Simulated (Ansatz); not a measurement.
HNOS, SMILES `N=S=O`. Total charge 0; spin multiplicity 1.

```xyz
4

N     0.4258    0.2036    0.8600
S    -0.6201    0.5971   -0.1476
O    -0.7946   -0.1797   -1.3577
H     0.9889   -0.6210    0.6453
```

Q: Give the diagnostics of a CCSD(T)/def2-TZVPP run (frozen core, Ansatz 0.2.0). (An estimate is asked.)

A: Computed: T1 = 0.0201, largest single amplitude 0.048, largest double 0.101, (T) share of the correlation energy 5.0 %, 11 CCSD cycles. The RHF solution is unstable towards an unrestricted one. T1 lies over the customary mark of 0.02 for closed shells.
